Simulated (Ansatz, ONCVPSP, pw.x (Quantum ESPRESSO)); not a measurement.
## What a changed setting does to a pw.x run (fcc Sr)

Potential: optimised norm-conserving Vanderbilt (ONCV), ONCVPSP 4.0.1, PBEsol; core [Ar] 3d10, reference 4s2 4p6 5s1.5 5p0.5; waves: 4s+5s: rc 2.30 bohr, ncon 5, nbas 10, qcut 5.5 1/bohr, 2 projectors; 4p+5p: rc 2.30 bohr, ncon 5, nbas 8, qcut 5.6 1/bohr, 2 projectors; d scattering state at 0.34 Ha: rc 2.20 bohr, ncon 5, nbas 10, qcut 3.7 1/bohr, 2 projectors, debl 0.8 Ha; local part: polynomial inside 1.50 bohr (lpopt 5, dvloc0 6 Ha); core correction: none. In the d channel the program set the typed energies aside and used 0.050, 0.850 Ha.

The reference run (k-mesh 10³, cutoffs 35/140 Ry, Fermi–Dirac 0.01 Ry, mixing_beta 0.4, conv_thr 1e-9, no spin) gives 0.01 GPa at 52.346 Å³/atom, where all-electron LAPW gives -0.00 GPa. This run, with its own iteration cap, changes smearing to mv.

```
&control
  calculation='scf', prefix='x', pseudo_dir='./', outdir='./tmp', tstress=.true., disk_io='none'
/
&system
  ibrav=0, nat=1, ntyp=1, ecutwfc=35, ecutrho=140, nbnd=12,
  occupations='smearing', smearing='mv', degauss=0.01
/
&electrons
  conv_thr=1e-09, mixing_beta=0.4, electron_maxstep=50
/
ATOMIC_SPECIES
Sr 1.0 Sr.UPF
CELL_PARAMETERS angstrom
  0.00000000 2.96905221 2.96905221
  2.96905221 0.00000000 2.96905221
  2.96905221 2.96905221 0.00000000
ATOMIC_POSITIONS crystal
Sr 0.0000 0.0000 0.0000
K_POINTS automatic
10 10 10 0 0 0
```

```bash
pw.x < Sr.scf.in > Sr.scf.out
```

Problem. How does the run end?

Solution. It converges in 7 iterations; the free energy moves by +37.7 meV/atom and the pressure by -0.10 GPa. This scheme is built to cancel the term in the square of the width that Fermi–Dirac smearing leaves in the F of a metal.

```
Message from routine setup:
     using ibrav=0 with symmetry is DISCOURAGED, use correct ibrav instead
     lattice parameter (alat)  =       7.9347  a.u.
     unit-cell volume          =     353.2483 (a.u.)^3
     number of electrons       =        10.00
     number of Kohn-Sham states=           12
     kinetic-energy cutoff     =      35.0000  Ry
     charge density cutoff     =     140.0000  Ry
     scf convergence threshold =      1.0E-09
     Exchange-correlation= PBESOL
     number of k points=    47  Marzari-Vanderbilt smearing, width (Ry)=  0.0100
     iteration #  1     ecut=    35.00 Ry     beta= 0.40
     total energy              =     -61.93857646 Ry
     estimated scf accuracy    <       0.00206838 Ry
     iteration #  2     ecut=    35.00 Ry     beta= 0.40
     total energy              =     -61.93856543 Ry
     estimated scf accuracy    <       0.00041032 Ry
     iteration #  3     ecut=    35.00 Ry     beta= 0.40
     total energy              =     -61.93861424 Ry
     estimated scf accuracy    <       0.00001993 Ry
     iteration #  4     ecut=    35.00 Ry     beta= 0.40
     total energy              =     -61.93861541 Ry
     estimated scf accuracy    <       0.00000012 Ry
     iteration #  5     ecut=    35.00 Ry     beta= 0.40
     total energy              =     -61.93861547 Ry
     estimated scf accuracy    <       0.00000004 Ry
     iteration #  6     ecut=    35.00 Ry     beta= 0.40
     total energy              =     -61.93861547 Ry
     estimated scf accuracy    <          3.3E-09 Ry
     iteration #  7     ecut=    35.00 Ry     beta= 0.40
     the Fermi energy is     5.3817 ev
!    total energy              =     -61.93861547 Ry
     estimated scf accuracy    <          9.6E-11 Ry
     smearing contrib. (-TS)   =      -0.00044921 Ry
     The total energy is F=E-TS. E is the sum of the following terms:
     one-electron contribution =     -26.53073462 Ry
     hartree contribution      =      13.91321957 Ry
     xc contribution           =      -8.46241840 Ry
     ewald contribution        =     -40.85823282 Ry
     convergence has been achieved in   7 iterations
          total   stress  (Ry/bohr**3)                   (kbar)     P=       -0.95
     Message from routine punch:
     Nothing written, as per user request (disk_io='none')
```

The run took about 8.2 s on one core of a shared host (Intel(R) Xeon(R) Platinum 8375C CPU @ 2.90GHz, 128 threads, 992 GiB, load 81).
